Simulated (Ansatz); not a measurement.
Reaction: H2O (SMILES O) + H+ → H3O+ (SMILES [OH3+])
Each species at its own B3LYP-D3(BJ)/def2-TZVP minimum (Ansatz, a first-principles code).

Wanted: proton affinity (electronic), positive where energy is released, in kcal/mol. UHF or UKS for unpaired electrons; spin-orbit terms are left out. CBS(X,Y): correlation extrapolated as X^-3, Hartree-Fock from the larger set (Q,5: extrapolated as (X+1)exp(-9√X)). A bracket is a step between two methods taken in the basis named. Functionals run without relativity, which enters their misses. Double hybrids freeze cores in their MP2 part. '+ core + X2C': CCSD(T) terms for core correlation (cc-pwCVTZ) and scalar relativity (cc-pVTZ-DK).

CCSD(T)/CBS(cc-pVQZ,cc-pV5Z) + [CCSDT(Q) - CCSD(T)]/cc-pVQZ + [CCSDTQ - CCSDT(Q)]/cc-pVDZ + core + X2C (Ansatz) gives 171.1 kcal/mol.

Problem. How far off this value is PBE/def2-TZVPD (Ansatz), in which direction, and which of these levels come nearer: r2SCAN/def2-TZVPD, PBE0/def2-TZVPD, wB97M-V/def2-TZVPD, B2PLYP/def2-TZVPD, CCSD(T)/CBS(cc-pVQZ,cc-pV5Z) + core + X2C?

Solution. PBE gives 170.0 kcal/mol, 1.1 kcal/mol below it. Differences of the others: r2SCAN/def2-TZVPD (Ansatz) 0.7; PBE0/def2-TZVPD (Ansatz) 1.1; wB97M-V/def2-TZVPD (Ansatz) -1.8; B2PLYP/def2-TZVPD (Ansatz) -1.3; CCSD(T)/CBS(cc-pVQZ,cc-pV5Z) + core + X2C (Ansatz) 0.0 kcal/mol. Nearer than PBE: r2SCAN/def2-TZVPD, CCSD(T)/CBS(cc-pVQZ,cc-pV5Z) + core + X2C.
